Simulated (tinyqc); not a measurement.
CCSD on RHF in the sto-6g basis, frozen core, for LiH, spin multiplicity 1, step by step. One step of it, computed by the program tinyqc.

Question. Iteration 1: building the Fock matrix. J_ij = sum D_kl (ij|kl), K_ij = sum D_kl (ik|jl); F = H + J - 0.5 K; E = tr D H + tr D J / 2 - 0.25 tr D K + E_nn.

D at the start, lower triangle:
```
,1Li 1s,1Li 2s,1Li 2px,1Li 2py,1Li 2pz,2H 1s
1Li 1s,2.075341
1Li 2s,-0.222194,1.013588
1Li 2px,0.000000,0.000000,0.000000
1Li 2py,0.000000,0.000000,0.000000,0.000000
1Li 2pz,0.005434,-0.005245,0.000000,0.000000,0.003689
2H 1s,-0.017531,0.094735,0.000000,0.000000,0.056840,0.908460
```

core Hamiltonian H = T + V (hartree), lower triangle:
```
,1Li 1s,1Li 2s,1Li 2px,1Li 2py,1Li 2pz,2H 1s
1Li 1s,-4.714594
1Li 2s,-1.001365,-1.342877
1Li 2px,0.000000,0.000000,-1.103849
1Li 2py,0.000000,0.000000,0.000000,-1.103849
1Li 2pz,-0.010860,-0.098682,0.000000,0.000000,-1.180329
2H 1s,-0.123476,-0.475021,0.000000,0.000000,-0.629528,-1.263238
```

Two-electron integrals (ij|kl) in chemists' order, unique and non-zero (hartree):
```
i,j,k,l,(ij|kl)
1,1,1,1,1.681247
2,1,1,1,0.242603
2,1,2,1,0.044507
2,2,1,1,0.397190
2,2,2,1,0.090279
2,2,2,2,0.290625
3,1,3,1,0.009437
3,2,3,1,0.014261
3,2,3,2,0.064236
3,3,1,1,0.397190
3,3,2,1,0.090279
3,3,2,2,0.290625
3,3,3,3,0.313125
4,1,4,1,0.009437
4,2,4,1,0.014261
4,2,4,2,0.064236
4,3,4,3,0.016875
4,4,1,1,0.397190
4,4,2,1,0.090279
4,4,2,2,0.290625
4,4,3,3,0.279374
4,4,4,4,0.313125
5,1,5,1,0.009437
5,2,5,1,0.014261
5,2,5,2,0.064236
5,3,5,3,0.016875
5,4,5,4,0.016875
5,5,1,1,0.397190
5,5,2,1,0.090279
5,5,2,2,0.290625
5,5,3,3,0.279374
5,5,4,4,0.279374
5,5,5,5,0.313125
6,1,1,1,0.028805
6,1,2,1,0.005199
6,1,2,2,0.010748
6,1,3,3,0.010593
6,1,4,4,0.010593
6,1,5,1,0.000699
6,1,5,2,0.001453
6,1,5,5,0.011057
6,1,6,1,0.000674
6,2,1,1,0.097086
6,2,2,1,0.022511
6,2,2,2,0.080362
6,2,3,3,0.075883
6,2,4,4,0.075883
6,2,5,1,0.003734
6,2,5,2,0.024688
6,2,5,5,0.089322
6,2,6,1,0.003233
6,2,6,2,0.041159
6,3,3,1,0.001571
6,3,3,2,0.007942
6,3,5,3,0.003419
6,3,6,3,0.002387
6,4,4,1,0.001571
6,4,4,2,0.007942
6,4,5,4,0.003419
6,4,6,4,0.002387
6,5,1,1,0.127584
6,5,2,1,0.029813
6,5,2,2,0.109534
6,5,3,3,0.102011
6,5,4,4,0.102011
6,5,5,1,0.005809
6,5,5,2,0.038260
6,5,5,5,0.124580
6,5,6,1,0.004430
6,5,6,2,0.060929
6,5,6,5,0.090994
6,6,1,1,0.264008
6,6,2,1,0.062151
6,6,2,2,0.244252
6,6,3,3,0.223264
6,6,4,4,0.223264
6,6,5,1,0.010682
6,6,5,2,0.090224
6,6,5,5,0.286228
6,6,6,1,0.009266
6,6,6,2,0.162704
6,6,6,5,0.248363
6,6,6,6,0.774999
```

nuclear repulsion = 0.79257695 hartree

Give: Coulomb J; exchange K; Fock matrix F; total energy of this density.

Answer.

Coulomb J (hartree), lower triangle:
```
,1Li 1s,1Li 2s,1Li 2px,1Li 2py,1Li 2pz,2H 1s
1Li 1s,4.0571
1Li 2s,0.6395,1.3290
1Li 2px,0.0000,0.0000,1.3082
1Li 2py,0.0000,0.0000,0.0000,1.3082
1Li 2pz,0.0110,0.0904,0.0000,0.0000,1.3706
2H 1s,0.0779,0.4355,0.0000,0.0000,0.6100,1.5309
```

exchange K (hartree), lower triangle:
```
,1Li 1s,1Li 2s,1Li 2px,1Li 2py,1Li 2pz,2H 1s
1Li 1s,3.4272
1Li 2s,0.5015,0.4017
1Li 2px,0.0000,0.0000,0.0824
1Li 2py,0.0000,0.0000,0.0000,0.0824
1Li 2pz,0.0074,0.0734,0.0000,0.0000,0.1834
2H 1s,0.0712,0.2668,0.0000,0.0000,0.2863,0.8042
```

Fock matrix F (hartree), lower triangle:
```
,1Li 1s,1Li 2s,1Li 2px,1Li 2py,1Li 2pz,2H 1s
1Li 1s,-2.3710
1Li 2s,-0.6126,-0.2147
1Li 2px,0.0000,0.0000,0.1632
1Li 2py,0.0000,0.0000,0.0000,0.1632
1Li 2pz,-0.0035,-0.0450,0.0000,0.0000,0.0986
2H 1s,-0.0812,-0.1729,0.0000,0.0000,-0.1627,-0.1345
```

total energy of this density = -7.729756 hartree

This density is the starting one; it is not idempotent, so its energy is not variational and may lie below the converged one.
